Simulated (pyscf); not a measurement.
## Elimination: HO–Sn(OH)(OH)–OH -> O=Sn(OH)–OH + water (H₂O)

Gas phase, singlet surface, charge 0. Bonds broken: O1–H7, Sn2–O3. Bonds formed: O3–H7. Optimised with ωB97X-D3(BJ)/def2-SVP in PySCF.

Transition state (Å):

```xyz
9

O     -0.7525     0.7047    -0.4296
Sn     0.4889    -0.4821     0.3550
O     -0.1521     0.9839     1.8806
O      0.2257    -2.3102     1.0122
O      2.4399    -0.3873     0.3051
H      0.4595     1.6884     2.1360
H     -0.6464     1.2254     0.9143
H     -0.7070    -2.5594     1.0506
H      2.8334    -1.1978     0.6563
```

One imaginary mode, 706i cm⁻¹; descent along it reached the two sides named, in the forms told below.

| bond | change | reactant side (Å) | saddle | product side |
|---|---|---|---|---|
| O1–H7 | breaks | 0.966 | 1.445 | 1.989 |
| Sn2–O3 | breaks | 1.960 | 2.211 | 2.317 |
| O3–H7 | forms | 3.1 | 1.112 | 0.992 |

Electronic energies relative to the reactant's lowest minimum found (kcal/mol):

| level | barrier | reaction energy | reverse barrier |
|---|---|---|---|
| ωB97X-D3(BJ)/def2-TZVP | 45.2 | +63.9 | -18.7 |
| PBE/def2-TZVP | 35.3 | +51.2 | -15.9 |
| r²SCAN/def2-TZVP | 39.8 | +58.4 | -18.7 |
| B3LYP-D3(BJ)/def2-TZVP | 41.4 | +57.0 | -15.6 |
| PBE0-D3(BJ)/def2-TZVP | 41.7 | +60.2 | -18.5 |
| M06-2X/def2-TZVP | 46.7 | +67.5 | -20.8 |
| ωB97M-D3(BJ)/def2-TZVP | 44.2 | +61.5 | -17.3 |
| HF/def2-TZVP | 60.1 | +71.3 | -11.3 |

With ωB97M-D3(BJ)/def2-TZVP energies and thermal terms (ideal gas, 1 atm, RRHO with modes under 100 cm⁻¹ raised to 100, one conformer, R ln 2 for chiral ones without a mode under 150 cm⁻¹), in kcal/mol:

```json
[
 {"T (K)": "298", "ΔH‡": "42.2", "ΔG‡": "43.7", "ΔH": "+60.5", "ΔG": "+50.9"},
 {"T (K)": "600", "ΔH‡": "41.2", "ΔG‡": "45.6", "ΔH": "+59.5", "ΔG": "+41.5"},
 {"T (K)": "900", "ΔH‡": "40.6", "ΔG‡": "48.0", "ΔH": "+58.2", "ΔG": "+32.8"},
 {"T (K)": "1200", "ΔH‡": "40.1", "ΔG‡": "50.5", "ΔH": "+57.0", "ΔG": "+24.5"}
]
```

On the product side the descent ends in an adduct with a O–Sn contact, 20.8 kcal/mol under the separated species and 2.1 kcal/mol under the saddle at ωB97X-D3(BJ)/def2-TZVP. At ωB97X-D3(BJ)/def2-TZVP, PBE, r²SCAN, B3LYP-D3(BJ), PBE0-D3(BJ), M06-2X, ωB97M-D3(BJ)/def2-TZVP, HF the saddle lies under the separated products, which points to a path from their complex (located at ωB97X-D3(BJ) alone), and parting the products costs more than the saddle. What is counted as broken (O–Sn) persists as a longer contact in the product adduct; parting that adduct is a step of its own. One saddle was located; it need not be the lowest between these sides. Elements past Kr carry the def2 core potentials, without spin-orbit coupling.
